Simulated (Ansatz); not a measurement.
I need a composite energy at a relaxed geometry of C2H5N, SMILES CC=N. Use the Ansatz DFT code, driven from Python. Use (for the species named): PBE0, def2-SVP basis, multiplicity 1.

| atom | x (Å) | y (Å) | z (Å) |
| --- | --- | --- | --- |
| C | -0.4877 | 0.6214 | -0.2797 |
| C | 0.5950 | -0.1502 | 0.4171 |
| N | 0.7818 | -1.3888 | 0.3998 |
| H | -0.4290 | 0.4490 | -1.3545 |
| H | -1.4635 | 0.2708 | 0.0565 |
| H | -0.4081 | 1.6869 | -0.0870 |
| H | 1.3039 | 0.4273 | 1.0042 |
| H | 0.1077 | -1.9165 | -0.1563 |

`c2h5n.py`:
```python
# -*- coding: utf-8 -*-
"""Relax C2H5N cheaply, then refine its energy."""

import itertools

import ansatz as az
from ase.data import atomic_numbers, covalent_radii
import numpy as np

BASIS = "def2-SVP"
XC = "PBE0"

GEOMETRY = """
C    -0.48771    0.62143   -0.27975
C     0.59501   -0.15018    0.41712
N     0.78184   -1.38877    0.39980
H    -0.42905    0.44896   -1.35447
H    -1.46353    0.27082    0.05645
H    -0.40811    1.68692   -0.08702
H     1.30389    0.42730    1.00421
H     0.10767   -1.91648   -0.15634
"""

system = az.Crystal.molecule()
for line in GEOMETRY.strip().splitlines():
    symbol, *xyz = line.split()
    system = system.atom(symbol, [float(v) for v in xyz])

base = system.calculation().basis(gaussian=BASIS).functional(XC)
symbols = [site.symbol for site in system.cartesian_sites]
start = np.array([site.position_ang for site in system.cartesian_sites], dtype=float)
r = base.relax(force_tolerance=0.01).run(threads=1, pin="off").report
end = np.array(r["positions_ang"])
# pairs closer than 1.2 times the sum of covalent radii, before or after
radius = [covalent_radii[atomic_numbers[s]] for s in symbols]
span = lambda where, i, j: np.linalg.norm(where[i] - where[j])
bonded = [(i, j) for i, j in itertools.combinations(range(len(symbols)), 2) if min(span(start, i, j), span(end, i, j)) < 1.2 * (radius[i] + radius[j])]
print("pair        before    after (A)")
for i, j in bonded:
    print(f"{symbols[i]}{i}-{symbols[j]}{j}".ljust(10), f"{span(start, i, j):8.4f} {span(end, i, j):8.4f}")
for first, second in list(itertools.combinations(bonded, 2)):
    shared = set(first) & set(second)
    if shared and symbols[(j := shared.pop())] != "H":
        i, k = sorted((set(first) | set(second)) - {j})
        u, v = end[i] - end[j], end[k] - end[j]
        angle = np.degrees(np.arccos(np.clip(u @ v / np.linalg.norm(u) / np.linalg.norm(v), -1, 1)))
        print(f"final angle {symbols[i]}{i}-{symbols[j]}{j}-{symbols[k]}{k}: {angle:.2f} deg")

minimum = az.Crystal.molecule()
for symbol, place in zip(symbols, end):
    minimum = minimum.atom(symbol, place.tolist())
at_minimum = minimum.calculation()
# MP2 extrapolated to the basis limit, plus the small-basis difference CCSD(T) - MP2
level = lambda method, basis: at_minimum.basis(gaussian=basis).correlation(method).run(threads=1, pin="off").report
small, large, cluster = level("mp2", "cc-pVDZ"), level("mp2", "cc-pVTZ"), level("ccsd_t", "cc-pVDZ")
corr = lambda each: (each["free_energy_ev"] - each["reference_energy_ev"]) / 27.211386246
mp2_limit = (27 * corr(large) - 8 * corr(small)) / 19
pieces = {"HF / cc-pVTZ": large["reference_energy_ev"] / 27.211386246, "MP2 correlation, DZ-TZ limit": mp2_limit, "CCSD(T) - MP2 / cc-pVDZ": corr(cluster) - corr(small)}
for name, value in pieces.items():
    print(f"{name:32s} {value:14.6f} Ha")
print(f"{'sum':32s} {sum(pieces.values()):14.6f} Ha")
print("T1 diagnostic", round(cluster["correlation"]["coupled_cluster"]["t1_diagnostic"], 4))
```

`python c2h5n.py` gives:
```text
pair        before    after (A)
C0-C1        1.5011   1.4972
C0-H3        1.0901   1.1025
C0-H4        1.0900   1.1006
C0-H5        1.0857   1.1025
C1-N2        1.2527   1.2669
C1-H6        1.0866   1.1059
N2-H7        1.0209   1.0281
final angle C1-C0-H3: 110.42 deg
final angle C1-C0-H4: 111.74 deg
final angle C1-C0-H5: 110.43 deg
final angle C0-C1-N2: 128.29 deg
final angle C0-C1-H6: 115.05 deg
final angle H3-C0-H4: 108.80 deg
final angle H3-C0-H5: 106.48 deg
final angle H4-C0-H5: 108.80 deg
final angle N2-C1-H6: 116.66 deg
final angle C1-N2-H7: 109.98 deg
HF / cc-pVTZ                        -133.123970 Ha
MP2 correlation, DZ-TZ limit          -0.587539 Ha
CCSD(T) - MP2 / cc-pVDZ               -0.051047 Ha
sum                                 -133.762556 Ha
T1 diagnostic 0.011
```

Notes:
- These settings explore the input space; basis and method may be short of convergence.
- The sum leaves out core correlation, relativity, the Hartree-Fock basis error and zero-point energy; a DZ-TZ extrapolation is rough.
- Inner cores stay frozen, so this is valence correlation.
- An extrapolation from small basis sets is rough.
- Wall time of the script: 34 s on 1 thread of Arm Neoverse V2, on a shared host, peak memory 0.31 GiB.
